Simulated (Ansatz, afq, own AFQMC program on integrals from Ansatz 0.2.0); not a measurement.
# Atomization energy of AlNH, doublet

```xyz
3

Al    0.0000    0.0000    0.0508
N     0.0000    0.0000   -1.6818
H     0.0000    0.0000    1.6309
```

Connectivity, by distances: AlH–N.

Atoms in their ground-state spins without spin–orbit coupling (mostly on UHF) minus the molecule (UHF), without zero-point energy. The geometry is a stationary point, not shown to be a minimum.

Basis 6-31G. Only valence electrons are correlated. Ansatz 0.2.0 and our own AFQMC program on the same integrals; the CISD trial comes from CCSD amplitudes, and released means the phaseless constraint is let go. ± is one standard error of the sampling. The errors of all members are added in quadrature.

Full CI on the same integrals is exact in this basis and with this determinant's frozen core.

Errors are counted within 6-31G, not against nature.

Cautions: AlNH (doublet): strong correlation (T1 0.102, weight of the determinant 0.72, largest double 0.15), unrestricted determinant spin contaminated (⟨S²⟩ 1.34 against 0.75), the released energies have errors that jump between times, so the bars are unsure, so no released level is given (meV from the phaseless value at times in 1/Eh: -6 ± 3 at 0.24, -11 ± 3 at 0.51, 2 ± 21 at 0.99, -21 ± 4 at 1.62, -27 ± 4 at 2.40), though the last usable value meets full CI within the noise, the ph-AFQMC/CISD walk drifts between its halves (2.2 errors), its ph-AFQMC/CISD value lies 32 ± 5 meV above full CI.

```json
{"level": "HF", "atomization energy (eV)": "0.859"}
{"level": "MP2", "atomization energy (eV)": "2.420"}
```

(1) From these cheaper values, estimate the atomization energy at the reference level in 6-31G.

(1) 3.241 eV (full CI in 6-31G).

```json
{"level": "CCSD", "atomization energy (eV)": "3.018", "error against FCI (eV)": "-0.223"}
{"level": "CCSD(T)", "atomization energy (eV)": "3.146", "error against FCI (eV)": "-0.095"}
{"level": "ph-AFQMC/HF", "atomization energy (eV)": "3.219 ± 0.026", "error against FCI (eV)": "-0.022 ± 0.026"}
{"level": "ph-AFQMC/CISD", "atomization energy (eV)": "3.210 ± 0.005", "error against FCI (eV)": "-0.031 ± 0.005"}
```

Correlation beyond CCSD(T) adds 0.095 eV. The perturbative (T) step is worth +0.128 eV. Where the cautions show a poor determinant, the low rows tell how each method copes with it, not its usual error.

A walk keeps the symmetry of its determinant, which the program's search chose and which needn't be the lowest solution, so a lower state of the same spin and another symmetry isn't excluded.
